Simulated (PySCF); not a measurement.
# SiNOH: stationary points from several starts

Which structure of SiNOH lies lowest? The starts are linear and bent; the spin state tried: singlet. Each end point is tested by its vibrations.

Program: PySCF 2.14.0. Level of theory: PBE0, basis Si def2-TZVP, N def2-TZVP, O def2-TZVP, H def2-TZVP, no relativity, density fitting. These are calculated values, not measurements.

## Step 1: Where the work starts

4 atoms, charge 0, spin multiplicity 1.

Bond lengths: Si1–N2 1.670 Å, Si1–O3 1.790 Å, O3–H4 0.960 Å. Angles: N2–Si1–O3 180.0°, Si1–O3–H4 130.0°.

```xyz
4
charge 0 multiplicity 1
Si   -0.0126    0.0000    0.1301
N    -0.0126    0.0000    1.8001
O    -0.0126    0.0000   -1.6599
H     0.7228    0.0000   -2.2770
```

## Step 2: Relaxing the singlet from the linear start

The steps below are one call of a driver around PySCF. For each, scf.py gives the equivalent set-up of the SCF; relaxations use the driver's own optimiser. Before each start the driver seeks the lowest SCF state from one or more starting densities and follows internal instabilities, so scf.py alone need not reach the same state.

The program finds Cs symmetry in the start, which this walk keeps. Threshold on the gradient: 0.0003 Eh/bohr, with a further test on the energy change.

scf.py

```python
from pyscf import gto, scf, dft
mol = gto.M(atom='''
Si    -0.012566     0.000000     0.130067
N     -0.012566     0.000000     1.800067
O     -0.012566     0.000000    -1.659933
H      0.722834     0.000000    -2.277033''',
    basis={'Si': 'def2-TZVP', 'N': 'def2-TZVP', 'O': 'def2-TZVP', 'H': 'def2-TZVP'},
    charge=0, spin=0)
mf = dft.RKS(mol, xc='PBE0')
mf.grids.atom_grid = (50, 194)
aux = {'Si': 'def2-universal-JKFIT', 'N': 'def2-universal-JKFIT', 'O': 'def2-universal-JKFIT', 'H': 'def2-universal-JKFIT'}
mf = mf.density_fit(auxbasis=aux)
mf.kernel()
```

Steps of the walk:

```tsv
step	energy (Eh)	change (kJ/mol)	largest symmetric gradient (Eh/bohr)
0	-419.749732	0.00	0.08326
1	-419.774783	-65.77	0.04338
2	-419.775653	-68.06	0.03372
3	-419.776498	-70.28	0.00264
4	-419.776570	-70.46	0.00140
5	-419.776614	-70.58	0.00148
6	-419.776618	-70.59	0.00028
7	-419.776620	-70.59	0.00023
```

The walk took 5.1 s on 4 threads, shared host.

Geometry (Å) and forces (eV/Å) at some steps:

```
step 0
Si  -0.013   0.000   0.130   0.355   0.000   0.217
N   -0.013   0.000   1.800  -0.011   0.000  -4.281
O   -0.013   0.000  -1.660  -0.749   0.000   3.596
H    0.723   0.000  -2.277   0.406   0.000   0.468
step 1
Si   0.006   0.000   0.091   0.145   0.000  -2.231
N   -0.001   0.000   1.632  -0.009   0.000   0.926
O   -0.036   0.000  -1.557   0.221   0.000   0.650
H    0.717   0.000  -2.173  -0.357   0.000   0.655
step 4
Si   0.009   0.000   0.055   0.021   0.000  -0.072
N    0.011   0.000   1.613   0.008   0.000   0.046
O   -0.058   0.000  -1.558  -0.040   0.000  -0.044
H    0.723   0.000  -2.117   0.011   0.000   0.070
step 7
Si   0.001   0.000   0.048  -0.012   0.000   0.002
N    0.022   0.000   1.607   0.005   0.000  -0.006
O   -0.071   0.000  -1.567  -0.001   0.000   0.011
H    0.733   0.000  -2.095   0.008   0.000  -0.007
```

It settles in Cs symmetry, 70.6 kJ/mol below the start, after 7 steps: O–H 0.962 Å, Si–N 1.559 Å, Si–O 1.617 Å; H–O–Si 120.8°, N–Si–O 178.3°.

## Step 3: Is it a minimum? Harmonic modes

The point is checked on the finer grid, and tightened if its gradient asks for it. The Hessian and the dipole derivatives come from central differences of analytic gradients, with steps of 0.01 bohr.

scf.py, as its differences from that of step 2:

```diff
@@ -3,4 +3,4 @@
-Si    -0.012566     0.000000     0.130067
-N     -0.012566     0.000000     1.800067
-O     -0.012566     0.000000    -1.659933
-H      0.722834     0.000000    -2.277033''',
+Si    -0.004388     0.000000     0.104116
+N      0.027012     0.000000     1.662383
+O     -0.069243     0.000000    -1.510995
+H      0.735860     0.000000    -2.037192''',
@@ -10 +10 @@
-mf.grids.atom_grid = (50, 194)
+mf.grids.atom_grid = (75, 302)
```

This SCF starts from the last density.

Log of the central SCF (cycles and frontier levels):

```text
init E= -419.776635439175
  HOMO = -0.271237940649831  LUMO = -0.108558451712355  gap/eV = 4.42673
cycle= 1 E= -419.776635439137  delta_E= 3.82e-11  |g|= 1.45e-05  |ddm|= 1.06e-05
  HOMO = -0.27124124894686  LUMO = -0.108559006728001  gap/eV = 4.42681
cycle= 2 E= -419.776635438649  delta_E= 4.88e-10  |g|= 4.73e-05  |ddm|= 3.56e-05
  HOMO = -0.271238478665014  LUMO = -0.108558518260843  gap/eV = 4.42675
cycle= 3 E= -419.776635439174  delta_E= -5.25e-10  |g|= 6.6e-06  |ddm|= 3.05e-05
  HOMO = -0.271238721240654  LUMO = -0.108558612247137  gap/eV = 4.42675
cycle= 4 E= -419.776635439182  delta_E= -8.07e-12  |g|= 2.3e-07  |ddm|= 3.69e-06
  HOMO = -0.2712386777492  LUMO = -0.108558577408303  gap/eV = 4.42675
Extra cycle  E= -419.776635439182  delta_E=    0  |g|= 1.88e-07  |ddm|= 3.47e-07
converged SCF energy = -419.776635439182
```

The whole step took 28 s.

Geometry: Cs; O–H 0.962 Å, Si–N 1.559 Å, Si–O 1.616 Å; H–O–Si 120.9°, N–Si–O 178.9°.

Harmonic modes (main isotopes):

| symmetry | ω (cm⁻¹) | IR (km/mol) | μ (u) |
| --- | --- | --- | --- |
| a' | 141 | 9.9 | 9.97 |
| a'' | 163 | 16.9 | 17.85 |
| a' | 700 | 181 | 1.41 |
| a' | 848 | 14.8 | 3.92 |
| a' | 1319 | 39.2 | 15.64 |
| a' | 3878 | 213 | 1.07 |

No imaginary mode, so this is a minimum.

Properties at this point:

- Dipole moment: 5.43 D
- Highest occupied level: -7.38 eV
- Lowest empty level: -2.95 eV
- Rotational constants: 26.96, 0.2115, 0.2098 cm⁻¹
- Zero-point energy: 42.2 kJ/mol
- Principal polarisabilities: 31.8, 33.2, 51.4 bohr³
- Atomisation energy without zero-point energy: 1217 kJ/mol
- Principal traceless quadrupole moments about the centre of mass: -7.47, 1.31, 6.16 D Å
- Entropy at 298.15 K and 1 bar: 267.0 J/(mol K)
- Heat capacity Cp at 298.15 K: 55.6 J/(mol K)
- Enthalpy at 298.15 K above 0 K: 13.77 kJ/mol
- Rotational symmetry number: 1

Charges (e) and bond orders:

```csv
atom,Mulliken,Löwdin,polar tensor,Mayer order to Si1
Si1,0.48,0.19,0.61,–
N2,-0.38,-0.31,-0.35,2.98
O3,-0.45,-0.07,-0.63,1.21
H4,0.36,0.20,0.36,0.03
```

Outer orbital energies (eV). occupied: -30.32, -21.05, -17.33, -13.05, -12.09, -9.03, -7.45, -7.38; empty: -2.95, -0.67, -0.29, 0.68.

Mulliken populations on Si1: s 5.12, p 7.93, d 0.40, f 0.08.

## Step 4: Relaxation: bent start, singlet

The program finds C1 symmetry in the start. The walk stops when the largest gradient is under 0.0003 Eh/bohr and the energy has settled too.

scf.py, as its differences from that of step 3:

```diff
@@ -3,4 +3,4 @@
-Si    -0.004388     0.000000     0.104116
-N      0.027012     0.000000     1.662383
-O     -0.069243     0.000000    -1.510995
-H      0.735860     0.000000    -2.037192''',
+Si     0.106546    -0.012566    -0.529425
+N      1.474546    -0.012566     0.428475
+O     -1.359754    -0.012566     0.497275
+H     -1.865254     0.722834     0.851175''',
@@ -10 +10 @@
-mf.grids.atom_grid = (75, 302)
+mf.grids.atom_grid = (50, 194)
```

The optimiser's trace:

```tsv
step	energy (Eh)	change (kJ/mol)	largest gradient (Eh/bohr)
0	-419.728151	0.00	0.07851
1	-419.752880	-64.93	0.04536
2	-419.768556	-106.08	0.03587
3	-419.773574	-119.26	0.01621
4	-419.774203	-120.91	0.01681
5	-419.774972	-122.93	0.01292
6	-419.775851	-125.24	0.00679
7	-419.776260	-126.31	0.01179
8	-419.776542	-127.05	0.00523
9	-419.776619	-127.25	0.00171
10	-419.776634	-127.29	0.00033
11	-419.776634	-127.29	0.00009
```

The walk took 9.5 s.

End point (Cs, 11 steps, 127.3 kJ/mol gained): O–H 0.962 Å, Si–N 1.559 Å, Si–O 1.616 Å; H–O–Si 120.9°, N–Si–O 178.7°.

## Step 5: Outcome

| quantity | value |
| --- | --- |
| lowest minimum | singlet, Cs |
| geometry | O–H 0.962 Å, Si–N 1.559 Å, Si–O 1.616 Å; H–O–Si 120.9°, N–Si–O 178.9° |
| wavenumbers (cm⁻¹) | 141 (a'), 163 (a''), 700 (a'), 848 (a'), 1319 (a'), 3878 (a') |
| dipole moment | 5.43 D |
| highest occupied, lowest empty level | -7.38, -2.95 eV |
| polar-tensor charge of Si1 | +0.61 e |
| zero-point energy | 42.2 kJ/mol |
| entropy at 298.15 K | 267.0 J/(mol K) |
| atomisation energy (no zero-point energy) | 1217 kJ/mol |

The lowest minimum found is the singlet of Cs symmetry. In the infrared the band at 3878 cm⁻¹ (a') leads. With 5.4 D the molecule is strongly polar. A search over typed starts can miss a lower isomer.

The search up to here took 44 s.
